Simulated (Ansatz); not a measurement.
Reaction: BPH4 (SMILES BP) → BH2 (SMILES [BH2], doublet) + PH2 (SMILES [PH2], doublet) (the B-P bond breaks)
Each species at its own B3LYP-D3(BJ)/def2-TZVP minimum (Ansatz, a quantum-chemistry and plane-wave program).

Total energies in hartree (Ansatz). Open shells are spin-unrestricted; no spin-orbit coupling. Correlated methods leave the cores frozen. No relativity.

```tsv
species	HF/cc-pV(T+d)Z	CCSD(T)/cc-pV(T+d)Z	HF/cc-pV(Q+d)Z	CCSD(T)/cc-pV(Q+d)Z	CCSDT(Q)/cc-pV(T+d)Z
1: BPH4 (SMILES PB)	-367.75075	-368.06560	-367.75591	-368.08662	-368.06744
2: BH2 (SMILES [BH2], doublet)	-25.76030	-25.86304	-25.76199	-25.86898	-25.86351
3: PH2 (SMILES [PH2], doublet)	-341.88871	-342.05854	-341.89218	-342.07094	-342.05965
```

Work out the bond dissociation energy (electronic) in kcal/mol: take Hartree-Fock from cc-pV(Q+d)Z, extrapolate the CCSD(T) correlation energy as X^-3 (X = 3, 4), and add CCSDT(Q) - CCSD(T) in cc-pV(T+d)Z. 1 hartree = 627.51 kcal/mol.


Species 1: correlation (64·(-0.33071) - 27·(-0.31485))/37 = -0.34228; step -0.00184; E1 = -367.75591 + (-0.34228) + (-0.00184) = -368.10003
Species 2: correlation (64·(-0.10699) - 27·(-0.10274))/37 = -0.11009; step -0.00047; E2 = -25.76199 + (-0.11009) + (-0.00047) = -25.87255
Species 3: correlation (64·(-0.17876) - 27·(-0.16983))/37 = -0.18528; step -0.00111; E3 = -341.89218 + (-0.18528) + (-0.00111) = -342.07857
-1·E1 +1·E2 +1·E3 = 0.14891 hartree = 93.4 kcal/mol.
